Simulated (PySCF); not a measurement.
Gas-phase reaction: AlHCl₂ + AlH + H₂ = 2 AlH₂Cl

Method: PySCF energies plus ideal-gas RRHO corrections (1 bar). † marks an energy on the PBE0/def2-TZVP geometry and frequencies; other levels use their own. MP2 and CCSD(T) freeze the core. All species are closed-shell singlets. AlHCl₂, AlH₂Cl: computed as isolated molecules; such fragments, hydroxides, amides, oligomers or adducts are transient or little studied in the gas. MP2 isn't extrapolated to the basis-set limit. CCSD(T) isn't extrapolated to the basis-set limit.

BLYP/def2-TZVP† gives ΔH°(298 K) = -114 kJ.

**Question.** What do PBE0/def2-TZVP, MP2/def2-SVP†, CCSD(T)/def2-TZVPP† give?

**Answer.** PBE0/def2-TZVP: -134 kJ; MP2/def2-SVP†: -140 kJ; CCSD(T)/def2-TZVPP†: -124 kJ. For scale, ΔH°(298 K) is -114 kJ at this level, -127 kJ at ωB97M-V/def2-TZVP†, and runs from -326 to -114 kJ over the 20 levels computed.
